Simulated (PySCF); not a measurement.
## Field gradients at the hydrogen positions

Species: C3H5N3.
Z-matrix (Å and degrees, PBE0-D3(BJ)/def2-SVP geometry), rows numbered from 1:
```
C 
N   1  1.4382
C   2  1.3492  1  129.30
N   3  1.3151  2  110.15  1   179.97
C   4  1.3534  3  102.58  2    -0.02
N   5  1.3207  4  114.82  3     0.03
H   1  1.0990  2  110.17  3  -119.86
H   1  1.0973  2  108.99  3     0.04
H   1  1.0990  2  110.17  3   119.96
H   3  1.0902  2  122.96  1    -0.05
H   5  1.0898  4  123.47  3  -179.97
```

Level: PBE0/pcSseg-1 (PySCF, non-relativistic); Q(2H) = 0.00286 b; rigid geometry, the same for H and D, with no vibrational averaging.

Give the electric field gradient Vzz (the principal value of largest size), its asymmetry and the 2H coupling at each hydrogen.

```csv
atom,bonded to,bond length (Å),Vzz (au),η,χzz (kHz)
H7,C1,1.099,0.2850,0.07,192
H8,C1,1.097,0.2889,0.09,194
H9,C1,1.099,0.2850,0.07,192
H10,C3,1.090,0.3050,0.09,205
H11,C5,1.090,0.3068,0.07,206
```

A static deuteron (I = 1) shows a doublet split by (3/2)χ, (3/4)χ(1 + η) and (3/4)χ(1 − η) with the field along z, y and x of the gradient. What are these for H11?

With |χ| = 206.2 kHz and η = 0.073: 309, 166 and 143 kHz, to first order and without motion.

Geometry: PBE0-D3(BJ)/def2-SVP; no solvent, vibrations or thermal averaging. With a basis this small, the couplings can be 20 % off.
